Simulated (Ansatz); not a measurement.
# SiH₄+ (doublet): from Hartree-Fock to the top rungs at distance Si1–H3 = 5.146 Å, 6-31G

Aim: climb from Hartree-Fock through coupled cluster and multireference methods for SiH₄+ (doublet) at one geometry and basis, and see what each rung misses.

Computed with Ansatz 0.2.0, Gaussian basis. Level: 6-31G, core rule «outside noble gas», up to 5 orbitals frozen.

The runs, in order: UHF; CCSD(T) on ROHF; CCSD(T) on UHF; BCCD(T) on ROHF; CISD; CCSDT(Q) on ROHF; CCSDT(Q) on UHF; CISDTQ; CCSDTQ on ROHF; CCSDTQ on UHF; CASSCF and MRCISD+Q, 3 electrons in 3 orbitals; CASSCF and NEVPT2, 3 electrons in 3 orbitals; CASSCF and MRCISD+Q, 7 electrons in 8 orbitals; CASSCF and NEVPT2, 7 electrons in 8 orbitals; Full CI.

19 further runs of the same task are left out: 14 that didn't finish, 5 set aside as unsound or not needed.

**1. What is computed**

The geometry derives from a PBE0/def2-TZVP stationary point (not a proven minimum). One bond is set to the value named and the two fragments are kept rigid.

5 atoms, charge 1, spin multiplicity 2.

Atoms are counted from 1 here; the program's logs count them from 0.

Bond lengths: Si1–H2 1.538 Å, Si1–H4 1.538 Å, Si1–H5 1.538 Å. Angles: H2–Si1–H4 90.0°, H2–Si1–H5 180.0°, H4–Si1–H5 90.0°.

**2. UHF**

in.yaml

```yaml
crystal:
  periodic: [false, false, false]
  atoms:
    - {symbol: Si, position_ang: [0.001240, 0.079812, -0.080321]}
    - {symbol: H, position_ang: [-0.009926, 1.170671, 1.003459]}
    - {symbol: H, position_ang: [-0.055124, -3.547168, 3.569769]}
    - {symbol: H, position_ang: [0.018083, 1.163642, -1.171056]}
    - {symbol: H, position_ang: [0.012406, -1.011047, -1.164100]}
basis:
  gaussian: {orbitals: 6-31G}
total_charge: 1
magnetization: {spin_polarized: true, initial_magnetization: 1}
hamiltonian: {xc: hf}
output: {orbitals: {seedname: orbitals}}
```

Run with:

```
ansatz run in.yaml --threads 1 --pin off --events-out ev --progress --plain --max-ram 2393MiB
```

Further steps of the session: CCSD(T) on ROHF; CCSD(T) on UHF; BCCD(T) on ROHF; CISD; CCSDT(Q) on ROHF; CCSDT(Q) on UHF; CISDTQ; CCSDTQ on ROHF; CCSDTQ on UHF; CASSCF and MRCISD+Q, 3 electrons in 3 orbitals; CASSCF and NEVPT2, 3 electrons in 3 orbitals; CASSCF and MRCISD+Q, 7 electrons in 8 orbitals; CASSCF and NEVPT2, 7 electrons in 8 orbitals; Full CI.

Before running them: what should the planned runs give, taken together? Wanted: FCI below the RHF energy; RMP2 from FCI; UMP2 from FCI; RCCSD from FCI; RCCSD(T) from FCI; UCCSD(T) from FCI; RCCSDT(Q) from FCI; UCCSDT(Q) from FCI; NEVPT2 pair from FCI.

As calculated:

| quantity | value |
| --- | --- |
| FCI below the RHF energy | -2.0861 eV |
| RMP2 from FCI | +65.6 kJ/mol |
| UMP2 from FCI | +65.6 kJ/mol |
| RCCSD from FCI | +2.9 kJ/mol |
| RCCSD(T) from FCI | +1.0 kJ/mol |
| UCCSD(T) from FCI | +1.0 kJ/mol |
| RCCSDT(Q) from FCI | 0.0 kJ/mol |
| UCCSDT(Q) from FCI | 0.0 kJ/mol |
| NEVPT2 pair from FCI | +53.3 kJ/mol |
| MRCISD+Q pair from FCI | -2.0 kJ/mol |
| NEVPT2 valence from FCI | +7.7 kJ/mol |
| levels within 1 kcal/mol (43 meV) | RCCSD, UCCSD, RCCSD(T), UCCSD(T), BCCD(T), RCCSDT, UCCSDT, CISDTQ, RCCSDT(Q), UCCSDT(Q), RCCSDTQ, UCCSDTQ, MRCISD+Q pair, MRCISD valence, MRCISD+Q valence |
| T1 diagnostic | 0.008 |
| effectively unpaired electrons | 1.05 |

In words: RCCSD(T) lands +1.0 kJ/mol from the yardstick (0.5 % of the correlation energy). MRCISD+Q pair falls below full CI: the +Q correction isn't variational, and the cores differ from full CI's. One determinant dominates. Of the multireference levels listed MRCISD+Q valence comes nearest in total energy (+0.3 kJ/mol), which doesn't show that its space is the better one. These misses are within one basis, not against nature; the frozen cores of restricted and unrestricted runs differ, which can shift their rows.
